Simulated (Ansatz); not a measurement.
## AsH2⁺, singlet along the angle H2-As1-H3

Starting geometry (PBE0/def2-TZVP stationary point for this spin, not checked as a minimum):

```yaml
atoms:
  - { symbol: As, position_ang: [0.0000, -0.0281, 0.0000] }
  - { symbol: H, position_ang: [0.0000, 1.0446, -1.0909] }
  - { symbol: H, position_ang: [0.0000, 1.0446, 1.0909] }
```

From there the angle named below is changed in its plane at fixed bond lengths, both arms turning rigidly about the middle atom; atoms are numbered as listed. Energies are in kJ/mol, counted from the starting geometry at the same level.

Basis cc-pVDZ; Ansatz 0.2.0. Only valence electrons are correlated (noble-gas cores and the filled d shells of p-block atoms frozen). Prefix R: restricted or restricted open-shell reference. Active spaces: valence = (6e, 6o) chosen from the atoms' valence shells. No spin–orbit coupling is included, and no scalar relativity.

The determinant at some points fills πx and πy unequally, so it is a mixture of Σ and Δ, which weighs on every level built on one determinant. Runs in a small pair space aren't shown, since their orbitals change along the scan. A value is left out where its run failed or describes another state than the reference as far as symmetry and spin tell, or, spin-broken singlets apart, can't be checked.

Full CI is exact within this basis and frozen core; it isn't the basis-set limit.

```
angle H2-As1-H3 (°)  full CI  unpaired electrons (full CI)  error RMP2  error CISD  error RCCSD(T)  error RCCSDT(Q)  error CASSCF (valence space)  error MRCISD (valence space)
               66.3     43.7                          0.07         1.4         1.6             0.2              0.0                           3.7                           0.4
               87.0      1.5                          0.06         0.1         0.1             0.0              0.0                           0.6                           0.1
               91.0      0.0                          0.06         0.0         0.0             0.0              0.0                           0.0                           0.0
              108.6     17.8                          0.07         0.7         0.4             0.1              0.0                          -3.2                          -0.1
              125.9     70.4                          0.09         3.5         2.0             0.4              0.0                          -5.7                           0.1
              141.8    142.9                          0.16         8.4         5.3             1.2              0.1                          -6.2                           0.6
              159.2    233.8                          0.62        18.6        14.2             4.2              0.2                             –                             –
              180.0    290.1                          2.04        39.8        37.3            12.1            -0.6*                          34.0                           1.3
```

An asterisk marks runs whose energy the program itself flagged as in doubt.

Unpaired electrons are Σ n²(2−n)² over natural occupations. Errors are those of relative energies. In total energy the starting point itself misses full CI by: RMP2 77.8, CISD 19.0, RCCSD(T) 1.6, RCCSDT(Q) 0.1, CASSCF (valence space) 170.0, MRCISD (valence space) 5.7 kJ/mol.

Spread of the error over the points with a reference, to 180.0 ° (largest less smallest): RCCSDT(Q) 0.8, MRCISD (valence space) 1.4 (7 of 8 points), RCCSD(T) 12.1, CISD 37.3, RMP2 39.8, CASSCF (valence space) 40.2 (7 of 8 points) kJ/mol.
